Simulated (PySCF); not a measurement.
**O₃: from structure and modes to constants**

Method: PBE in PySCF with O def2-TZVP; no relativity; density-fitted integrals.

The singlet minimum has C2v symmetry. Masses (u): O 15.99492.

```xyz
3
charge 0 multiplicity 1, angstrom
O    -0.1261    0.4171    0.0000
O     0.0631   -0.2086    1.0926
O     0.0631   -0.2086   -1.0926
```

Harmonic wavenumbers (cm⁻¹): 714.4 (a1, ×1), 1069.1 (b2, ×1), 1190.0 (a1, ×1).

Find the principal moments of inertia and the rotational constants. What kind of rotor is it?

About the centre of mass I = 4.5564, 38.189, 42.745 u Å². With B = 16.8576/I this gives 3.7, 0.4414, 0.3944 cm⁻¹. The molecule is an asymmetric top with κ = -0.97.

What is the harmonic zero-point energy?

Half the sum of all 3 wavenumbers, 2973/2 = 1487 cm⁻¹, which is 17.8 kJ/mol (1 cm⁻¹ = 0.0119627 kJ/mol).

Find the vibrational entropy and heat capacity at 298.15 K.

With u = 1.43878 ω/T, each mode gives S = R[u/(eᵘ−1) − ln(1−e⁻ᵘ)] and C = R u² eᵘ/(eᵘ−1)².
```tsv
ω (cm⁻¹)	u	S (J/(mol K))	C (J/(mol K))
714.4	3.447	1.21	3.36
1069.1	5.159	0.30	1.29
1190.0	5.743	0.18	0.88
```
The sums over all modes are S = 1.7 and C = 5.5 J/(mol K); the softest mode gives 72 % of the entropy.

Give the standard entropy (298.15 K, 1 bar) by its translational, rotational, vibrational and spin parts, and Cp.

Sackur–Tetrode with M = 47.98 u gives 157.1; rotation with symmetry number 2 gives 79.8; vibration 1.7; spin R ln 1 = 0.0. The total is 238.6 J/(mol K), and Cp = 4 R + 5.5 = 38.8 J/(mol K).

This need not be the most stable arrangement of these atoms.
